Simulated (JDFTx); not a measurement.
An input for JDFTx (a modified build) (acetone, C3H6O (SMILES CC(C)=O), charge 0, multiplicity 1, linear PCM (GLSSA13), carbon disulfide, no salt; bohr, hartree) and the course of its log:

```
lattice \
  25.5113026824 0.0000000000 0.0000000000 \
  0.0000000000 22.2042819644 0.0000000000 \
  0.0000000000 0.0000000000 20.7869873709
coords-type Cartesian
ion C -2.3964827348 -1.2904538559 0.0128873311 0
ion C 0.0002618736 0.2557397674 0.0112009355 0
ion C 2.3962283189 -1.2903068831 0.0114284509 0
ion O 0.0001776257 2.5298469310 0.0129426749 0
ion H -2.4279509107 -2.5298469310 1.6517473809 0
ion H -2.4644399415 -2.4636131361 -1.6736758250 0
ion H -4.0375352756 -0.0571111599 0.0524360712 0
ion H 4.0375352756 -0.0570374536 0.0119663612 0
ion H 2.4462032488 -2.4979158789 1.6736758250 0
ion H 2.4457778536 -2.4959883015 -1.6524697901 0
ion-species pseudo/c_pbe_v1.2.upf
ion-species pseudo/o_pbe_v1.2.upf
ion-species pseudo/h_pbe_v1.4.upf
elec-cutoff 20 100
elec-ex-corr gga-PBE
symmetries none
elec-n-bands 12
electronic-minimize nIterations 150 energyDiffThreshold 1e-7
fluid LinearPCM
pcm-variant GLSSA13
fluid-solvent CarbonDisulfide
fluid-minimize nIterations 400 knormThreshold 1e-11
wavefunction read s4.wfns
dump-name s6.$VAR
dump End State Ecomponents EigStats BandEigs Forces ElecDensity IonicPositions FluidDebug
```

```
[one cycle in 7 is shown, and the last three; fluid-solver lines are left out]
ElecMinimize: Iter:   0  Etot: -36.761414869781831  |grad|_K:  5.769e-05  alpha:  1.000e+00
ElecMinimize: Iter:   7  Etot: -36.763872794897452  |grad|_K:  1.683e-05  alpha:  2.416e-01  linmin:  3.556e-03
ElecMinimize: Iter:  14  Etot: -36.763964965152482  |grad|_K:  6.114e-06  alpha:  2.005e-01  linmin: -2.215e-04
ElecMinimize: Iter:  21  Etot: -36.763988330524384  |grad|_K:  7.078e-06  alpha:  7.030e-02  linmin:  3.819e-03
ElecMinimize: Iter:  28  Etot: -36.764000677280222  |grad|_K:  9.083e-06  alpha:  3.175e-02  linmin:  1.885e-03
ElecMinimize: Iter:  35  Etot: -36.764007595139162  |grad|_K:  8.333e-06  alpha:  1.646e-02  linmin:  1.730e-04
ElecMinimize: Iter:  42  Etot: -36.764012330142556  |grad|_K:  7.646e-06  alpha:  1.684e-02  linmin:  4.522e-05
ElecMinimize: Iter:  49  Etot: -36.764016050141556  |grad|_K:  6.990e-06  alpha:  1.524e-02  linmin:  5.362e-04
ElecMinimize: Iter:  56  Etot: -36.764019022437978  |grad|_K:  6.988e-06  alpha:  1.407e-02  linmin:  1.889e-05
ElecMinimize: Iter:  63  Etot: -36.764021652640807  |grad|_K:  6.189e-06  alpha:  1.376e-02  linmin:  6.453e-06
ElecMinimize: Iter:  70  Etot: -36.764023943356065  |grad|_K:  6.119e-06  alpha:  1.357e-02  linmin:  6.590e-06
ElecMinimize: Iter:  77  Etot: -36.764026016149813  |grad|_K:  5.898e-06  alpha:  1.346e-02  linmin:  1.330e-04
ElecMinimize: Iter:  84  Etot: -36.764027717989535  |grad|_K:  5.453e-06  alpha:  1.285e-02  linmin:  4.154e-05
ElecMinimize: Iter:  91  Etot: -36.764029311723846  |grad|_K:  5.154e-06  alpha:  1.284e-02  linmin: -1.170e-04
ElecMinimize: Iter:  98  Etot: -36.764030653217354  |grad|_K:  4.798e-06  alpha:  1.278e-02  linmin:  1.464e-04
ElecMinimize: Iter: 105  Etot: -36.764031845017257  |grad|_K:  4.738e-06  alpha:  1.236e-02  linmin: -3.171e-05
ElecMinimize: Iter: 112  Etot: -36.764032905335213  |grad|_K:  4.295e-06  alpha:  1.284e-02  linmin: -1.558e-05
ElecMinimize: Iter: 119  Etot: -36.764033917126305  |grad|_K:  4.460e-06  alpha:  1.215e-02  linmin:  8.135e-05
ElecMinimize: Iter: 126  Etot: -36.764034884162193  |grad|_K:  4.215e-06  alpha:  1.221e-02  linmin: -9.622e-05
ElecMinimize: Iter: 133  Etot: -36.764035793721106  |grad|_K:  4.073e-06  alpha:  1.240e-02  linmin:  6.834e-05
ElecMinimize: Iter: 140  Etot: -36.764036690375214  |grad|_K:  4.119e-06  alpha:  1.150e-02  linmin:  5.219e-05
ElecMinimize: Iter: 147  Etot: -36.764037447850953  |grad|_K:  3.913e-06  alpha:  1.222e-02  linmin: -7.712e-05
ElecMinimize: Iter: 148  Etot: -36.764037560871209  |grad|_K:  3.931e-06  alpha:  1.223e-02  linmin: -4.558e-05
ElecMinimize: Iter: 149  Etot: -36.764037674303452  |grad|_K:  3.920e-06  alpha:  1.216e-02  linmin: -2.841e-06
ElecMinimize: Iter: 150  Etot: -36.764037786041072  |grad|_K:  3.883e-06  alpha:  1.206e-02  linmin:  3.474e-05
ElecMinimize: None of the convergence criteria satisfied after 150 iterations.
IonicMinimize: Iter:   0  Etot: -36.764037786041072  |grad|_K:  0.000e+00
IonicMinimize: Converged (|grad|_K<1.000000e-04).
```

This run gave no converged result. The loop ran out of cycles short of its threshold. It has stalled and not diverged: the last ten energies span 1e-06 Ha, so the total is near its end, but levels, forces and the chemical potential aren't shown converged.
